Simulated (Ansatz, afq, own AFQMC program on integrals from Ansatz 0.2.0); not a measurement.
# Where AFQMC and coupled cluster stand for AlBH2, triplet

```yaml
atoms:
  - { symbol: B, position_ang: [-0.8942, 0.0000, 1.0462] }
  - { symbol: Al, position_ang: [0.3148, 0.0000, -0.4310] }
  - { symbol: H, position_ang: [-0.1449, 0.0000, 1.9617] }
  - { symbol: H, position_ang: [1.3097, 0.0000, -1.6465] }
```

Connectivity, by distances: BH–AlH.

Basis cc-pVDZ. Noble-gas cores (and the filled d shells of Ga–Kr and In–Xe) are frozen. AFQMC by an in-house program on the Cholesky factors that Ansatz 0.2.0 writes for its CCSD(T) run. The CISD trial takes its coefficients from CCSD amplitudes. Released means that phaseless walkers are propagated on without the constraint, phases kept. Error bars are statistical, one sigma.

Determinant: UHF, the one that the program's search chose, which needn't be the lowest solution. The geometry is a point of a scan.

No full CI on the walks' own integrals is used here; CCSDT(Q) serves as the reference and is uncertain by about the last step of the cluster series.

Cautions: lower spins were not checked; the released energies are still falling, so no released level is given (meV from the phaseless value at times in 1/Eh: -4 ± 10 at 0.24, -1 ± 8 at 0.51, -5 ± 10 at 0.99, -16 ± 8 at 1.62, -23 ± 10 at 2.40), though the last usable value meets CCSDT(Q) within the noise.

- T1 diagnostic: 0.0231
- weight of the determinant in the CISD state: 0.894
- ⟨S²⟩ of the determinant: 2.025
- size of the correlated space: 8 electrons in 36 orbitals

| level | correlation energy (eV) |
| --- | --- |
| MP2 | -3.1743 |
| CCSD | -4.0028 |
| CCSD(T) | -4.1307 |

Task: Estimate where phaseless AFQMC with a CISD trial lies against CCSD(T) on the same integrals.

Result: 0.65 ± 0.21 kcal/mol below CCSD(T).

Reference: CCSDT(Q), correlation energy -4.175 eV.

| level | E − E(reference) (kcal/mol) | share of correlation (%) |
| --- | --- | --- |
| CCSD(T) | 1.02 | 98.94 |
| CCSDT | 0.18 | 99.81 |
| ph-AFQMC/CISD | 0.37 ± 0.21 | 99.62 |

A walk keeps the symmetry of its determinant, which the program's search chose and which needn't be the lowest solution, so a lower state of the same spin and another symmetry isn't excluded.
